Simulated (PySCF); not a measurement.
A spin–spin coupling run with PySCF 2.14 (density fitting, non-relativistic, gas phase) on SMILES NC1CC1, C3H7N:

```
{"job": {"kind": "j", "xc": "B3LYP", "basis": "pcJ-1"}, "charge": 0, "multiplicity": 1}
N      1.485333     0.519871     0.388394
C      0.243324     0.464801    -0.323127
C     -1.035833     0.273726     0.424493
C     -0.543407    -0.810278    -0.495086
H      1.463918    -0.101023     1.190293
H      2.255461     0.238370    -0.210091
H      0.239284     1.163178    -1.152482
H     -1.899046     0.849236     0.128715
H     -0.978125     0.097095     1.488148
H     -1.068963    -0.979909    -1.422124
H     -0.156523    -1.712396    -0.043097
```

Hardware: 1 thread of an x86-64 server CPU, shared host. The job also computes field gradients.

(1) How large is the calculation?

(2) How long does it take?

(3) And these other runs on the same molecule and hardware: GIAO shielding at PBE0/pcSseg-1?

## Answers

(1) 32 electrons, 178 basis functions and 637 auxiliary functions.

(2) 9.1 s of wall time, with 12 SCF cycles. Times on a shared host scatter by some tens of per cent.

(3) PBE0/pcSseg-1: 103 functions, 5.5 s.
